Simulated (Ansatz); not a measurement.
Input file:

```yaml
crystal:
  periodic: [false, false, false]
  atoms:
    - {symbol: Si, position_ang: [0.000000, 0.000000, 0.000000]}
    - {symbol: Si, position_ang: [0.000000, 0.000000, 4.201000]}
basis:
  gaussian: {orbitals: cc-pVDZ}
magnetization: {spin_polarized: false, initial_magnetization: 2}
correlation: {method: ccsdt_q, electrons: outside_noble_gas}
```

```sh
$ ansatz run in.yaml --threads 1 --pin off --events-out ev --progress --plain --max-ram 2393MiB
```

Output:

```
643 factors; integrals over basis functions are off by at most 1.7e-7 eV
mean field evaluation 1: about -15715.6758 eV, gradient 3.1e0 eV
mean field evaluation 2: about -15715.6974 eV, gradient 3.1e0 eV
mean field evaluation 4: about -15715.8143 eV, gradient 3.3e-1 eV
mean field evaluation 8: about -15715.8161 eV, gradient 3.4e-2 eV
mean field evaluation 16: about -15715.8161 eV, gradient 3.9e-4 eV
mean field evaluation 32: about -15715.8161 eV, gradient 6.7e-2 eV
mean field evaluation 64: about -15715.8161 eV, gradient 4.3e-6 eV
mean field evaluation 96: about -15716.1218 eV, gradient 4.0e0 eV
mean field evaluation 128: about -15716.7289 eV, gradient 8.1e-1 eV
mean field evaluation 160: about -15718.4198 eV, gradient 1.1e-5 eV
...
cycle 290  -6.05869153 eV  change   -8.7e-4 eV  update   4.9e-4
cycle 291  -6.05790945 eV  change    7.8e-4 eV  update   5.1e-4
cycle 292  -6.05794578 eV  change   -3.6e-5 eV  update   4.7e-4
cycle 293  -6.05739537 eV  change    5.5e-4 eV  update   4.6e-4
cycle 294  -6.05773901 eV  change   -3.4e-4 eV  update   4.6e-4
cycle 295  -6.05803277 eV  change   -2.9e-4 eV  update   4.8e-4
cycle 296  -6.05764612 eV  change    3.9e-4 eV  update   4.9e-4
cycle 297  -6.05743800 eV  change    2.1e-4 eV  update   4.7e-4
cycle 298  -6.05744703 eV  change   -9.0e-6 eV  update   4.7e-4
cycle 299  -6.05750297 eV  change   -5.6e-5 eV  update   4.7e-4
Error: not converged in 300 cycles: update norm 4.622e-4, energy change -3.657e-5 eV, smallest ratio of the change in the update to the step in singles and doubles: 4.1e-3
```

The run gave no result to rely on (not converged).

Ran on 1 thread of Arm Neoverse V1, shared host: 1.7 min wall, 0.31 GiB peak host memory.
